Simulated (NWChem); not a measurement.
System: hydrogen isocyanide (CHN); SMILES [C-]#[NH+]

```xyz
3

C      0.0000     0.0000     0.7364
N      0.0000     0.0000    -0.4270
H      0.0000     0.0000    -1.4242
```
Atoms are numbered in this order, from 1.

Program: NWChem. Pople sets run with spherical d functions. Coordinates come from a PBE0-D3(BJ)/def2-TZVP optimisation. GIAO values for the isolated, static molecule; σ is the absolute isotropic shielding.

```csv
level,basis functions,σ C1 (ppm),σ N2 (ppm),σ H3 (ppm)
PBE/6-31G*,30,40.3,121.7,28.59
PBE/6-311G**,42,14.4,101.6,28.17
PBE/def2-SVP,33,32.4,116.5,27.99
PBE/def2-TZVP,68,15.7,99.6,28.12
PBE/IGLO-II,50,11.2,99.0,28.43
PBE/IGLO-III,80,7.1,92.5,28.00
PBE/pcSseg-2,86,5.4,92.0,27.77
```
